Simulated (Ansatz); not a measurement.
Reading a saddle point

A first-order saddle point of CH7NSi, closed shell, PBE0-D4/def2-TZVP, with one imaginary mode of 1573i cm⁻¹:

Si1  (-1.008, 1.250, 0.140)
N2  (0.312, 0.093, -0.538)
C3  (0.456, -1.184, 0.123)
H4  (-0.967, 0.180, -1.060)
H5  (-0.468, 2.587, -0.259)
H6  (-0.893, 1.206, 1.639)
H7  (1.159, 0.450, -0.961)
H8  (0.939, -1.922, -0.521)
H9  (1.016, -1.103, 1.062)
H10  (-0.545, -1.556, 0.375)
(Å)

Computed with Ansatz 0.2.0 (basis: def2-TZVPP and def2-QZVPP); correlated methods freeze the cores. Extrapolation: Hartree–Fock as exp(−7.88 √X), correlation as X^−2.97.

**Question.** Which contacts change along the imaginary mode, and what lies on either side? (A judgement: the text doesn't fix the answer.)

**Answer.** By the calculation: The step is CH₇NSi ([CH3][NH][SiH3]) → CH₅N ([CH3][NH2]) + SiH₂ (still joined by a long Si–N bond), with the molecules in contact on both sides. Shortening one way: N2–H4; lengthening the same way: Si1–N2, Si1–H4.
```csv
pair,one side (Å),saddle (Å),other side (Å)
N2–H4,2.61,1.38,1.02
Si1–N2,1.72,1.88,2.01
Si1–H4,1.49,1.61,2.51
```

**Question.** Which side is lower, and how far does the saddle lie above each? (To be estimated.)

**Answer.** The calculation gives: The side with Si1–N2, Si1–H4 short is lower by 32.94 kcal/mol; the saddle lies 71.47 kcal/mol above it and 38.54 kcal/mol above the other (CCSD(T) at an estimated basis limit (MP2 extrapolated from triple and quadruple zeta, plus CCSD(T) − MP2 in triple zeta); electronic energies).

The T1 diagnostic stays at or below 0.013. The restricted Hartree–Fock reference is unstable towards an unrestricted one at one or more of these structures.

Losses and insertions of silylenes and their heavier kin drive the gas-phase chemistry of silicon and germanium vapour deposition.

Labels in which every atom is bracketed show which atoms are joined, not bond orders.

For scale, one of the runs: CCSD(T)/def2-TZVPP, 202 basis functions, launched by `ansatz run in.yaml --threads 2 --pin off --events-out ev --progress --plain --max-ram 4352MiB`. Hardware: 2 CPU threads of an Arm Neoverse V1, shared host. Wall time 52 s; peak host memory 2.5 GiB.
